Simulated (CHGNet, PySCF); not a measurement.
## How well does each level of theory give the cohesive energy of rock-salt MgS?

Reference value: 4.04 eV/atom (measured, corrected for zero-point motion; as tabulated in Goldzak et al. (2022), arXiv:2208.04865).

```json
[
 {"level (code)": "CHGNet 0.3.0", "value (eV/atom)": "4.03", "cell (Å³/atom)": "17.85", "error (eV/atom)": "-0.01"},
 {"level (code)": "PBE0 (PySCF)", "value (eV/atom)": "3.75 ± 0.04", "cell (Å³/atom)": "17.58", "error (eV/atom)": "-0.29"},
 {"level (code)": "Hartree–Fock (PySCF)", "value (eV/atom)": "2.86 ± 0.08", "cell (Å³/atom)": "18.44", "error (eV/atom)": "-1.18"},
 {"level (code)": "MP2 (PySCF)", "value (eV/atom)": "4.37 ± 0.1", "cell (Å³/atom)": "17.36", "error (eV/atom)": "+0.33"},
 {"level (code)": "CCSD(T) (PySCF)", "value (eV/atom)": "4.12 ± 0.1", "cell (Å³/atom)": "17.56", "error (eV/atom)": "+0.08"}
]
```

Leaving aside CHGNet 0.3.0 (doubt noted below): Of the ranked levels CCSD(T) (+0.08 eV/atom) comes nearest. Among them Hartree–Fock (-1.18 eV/atom) misses by most. Within 0.5 eV/atom: PBE0, MP2, CCSD(T).

A ± on a computed value is a rough bar: the spread of its extrapolation, a floor set from checks against published values, or a statistical error. CHGNet 0.3.0: free atoms can lie outside what these potentials were trained on. CHGNet 0.3.0: the energies of CHGNet 0.3.0 can hold anion corrections fitted to measured formation enthalpies. Each level is taken at its own relaxed cell.

Machine-learned potentials (CHGNet 0.3.0) are trained on DFT data: a solid inside that data is no test of them.

Differences are worked out from the printed values.
